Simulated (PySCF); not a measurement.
One reaction down a group: B, Al, Ga, In

The same gas-phase reaction for B, Al, Ga, In:
- 2 BCl + CCl₄ + F₂ → 2 BCl₃ + CF₂
- 2 AlCl + CCl₄ + F₂ → 2 AlCl₃ + CF₂
- 2 GaCl + CCl₄ + F₂ → 2 GaCl₃ + CF₂
- 2 InCl + CCl₄ + F₂ → 2 InCl₃ + CF₂

Method: PySCF energies plus ideal-gas RRHO corrections (1 bar). † marks an energy on the PBE0/def2-TZVP geometry and frequencies; other levels use their own. MP2 freezes the core. All species are closed-shell singlets. In: scalar-relativistic def2 core potential, no spin-orbit coupling. Ga: all electrons, no relativistic terms. MP2 isn't extrapolated to the basis-set limit. The harmonic model lacks anharmonicity and excited electronic states, which grow with temperature; levels with a mode under 35 cm⁻¹ are left out. Soft modes under 120 cm⁻¹ make the harmonic entropy rough for InCl₃.

ΔH°(298 K) in kJ, by level:

```json
[
 {"level": "ωB97M-V/def2-TZVP†", "B": "-1297.0", "Al": "-1164.6", "Ga": "-856.3", "In": "-713.6"},
 {"level": "MP2/def2-TZVPP†", "B": "-1331.0", "Al": "-1207.1", "Ga": "-917.5", "In": "-695.9"},
 {"level": "BLYP/def2-TZVP†", "B": "-1250.7", "Al": "-1097.3", "Ga": "-755.1", "In": "-601.5"},
 {"level": "r2SCAN/def2-TZVP†", "B": "-1327.7", "Al": "-1205.1", "Ga": "-875.1", "In": "-696.0"},
 {"level": "PBE0/def2-TZVP", "B": "-1317.8", "Al": "-1153.6", "Ga": "-847.1", "In": "-678.1"},
 {"level": "MP2/def2-SVP†", "B": "-1388.7", "Al": "-1225.5", "Ga": "-956.6", "In": "-768.9"},
 {"level": "M06-2X/def2-TZVP†", "B": "-1317.6", "Al": "-1184.8", "Ga": "-917.2", "In": "-745.9"}
]
```

At ωB97M-V/def2-TZVP†, ΔH° rises from B to In, over a range of 583.4 kJ; the steps are +132.4, +308.3, +142.7 kJ. 7 of the 7 levels shown give the same order. The levels scatter most for Ga (201.5 kJ between the highest and the lowest) and least for Al (128.2 kJ). ΔS°(298 K) runs from -118.0 to -85.6 J/K, so TΔS° at 298 K spreads over 9.7 kJ among the members, against 583.4 kJ for ΔH°.

Free energies at ωB97M-V/def2-TZVP†:

```json
[
 {"member": "B", "ΔS°(298 K), J/K": "-118.0", "ΔG°(298 K), kJ": "-1262", "ΔG°(1800 K), kJ": "-1075", "ΔG° changes sign": "none from 298 to 2500 K"},
 {"member": "Al", "ΔS°(298 K), J/K": "-99.6", "ΔG°(298 K), kJ": "-1135", "ΔG°(1800 K), kJ": "-987", "ΔG° changes sign": "none from 298 to 2500 K"},
 {"member": "Ga", "ΔS°(298 K), J/K": "-99.6", "ΔG°(298 K), kJ": "-827", "ΔG°(1800 K), kJ": "-682", "ΔG° changes sign": "none from 298 to 2500 K"},
 {"member": "In", "ΔS°(298 K), J/K": "-85.6", "ΔG°(298 K), kJ": "-688", "ΔG°(1800 K), kJ": "-567", "ΔG° changes sign": "none from 298 to 2500 K"}
]
```

The NASA 1993 table, where it holds all species, gives ΔH°(298 K) = -1175 kJ for B, -1152 kJ for Al; its entries are part measured, part old estimates, and weren't checked at source. After a fit of one offset per element over all species, the range-separated, M06-2X, PBE0/def2-QZVP and CCSD(T)/def2-TZVPP enthalpies, where run, lie to one side of the table for BCl (+35 kJ/mol), CF₂ (-21 kJ/mol), AlCl (-22 kJ/mol): a fault of the table's entry, another state or a shared error of the levels is possible; this was not checked at source.
